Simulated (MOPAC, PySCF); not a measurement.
H3N, SMILES `N`, neutral singlet in the gas phase. 

Cartesian coordinates (Å):
```xyz
4

N      0.0012    -0.0004     0.3060
H     -0.5367    -0.7691    -0.1010
H     -0.3984     0.8492    -0.0992
H      0.9339    -0.0797    -0.1058
```
Charge 0, spin multiplicity 1.

All levels are single points at this geometry (B3LYP-D3(BJ)/def2-SVP); Pople sets use spherical d functions. Orbital energies aren't observables, and empty levels follow the basis.

```tsv
level	HOMO (eV)	LUMO (eV)	gap (eV)	dipole (D)	vertical IE, Delta-SCF (eV)
B3LYP-D3(BJ)/def2-TZVP in PySCF	-7.45	0.58	8.03	1.78	11.03
B3LYP/3-21G in PySCF	-6.04	2.93	8.97	2.16	–
B3LYP/6-311+G** in PySCF	-7.53	0.21	7.74	1.85	–
B3LYP/6-31G* in PySCF	-6.91	2.15	9.06	1.93	10.78
BP86/6-31G* in PySCF	-5.59	1.60	7.19	1.93	–
PBE/6-31G* in PySCF	-5.46	1.59	7.05	1.92	10.72
SVWN5/6-31G* in PySCF	-5.48	1.50	6.98	2.00	10.96
HF/3-21G in PySCF	-11.13	7.19	18.32	2.26	–
HF/6-31G* in PySCF	-11.59	5.99	17.57	2.03	9.39
HF/STO-3G in PySCF	-9.70	17.23	26.92	1.85	–
AM1 in MOPAC	-10.75	4.15	14.90	1.96	–
PM3 in MOPAC	-9.92	3.31	13.23	1.61	–
PM7 in MOPAC	-10.58	4.51	15.09	2.50	–
```
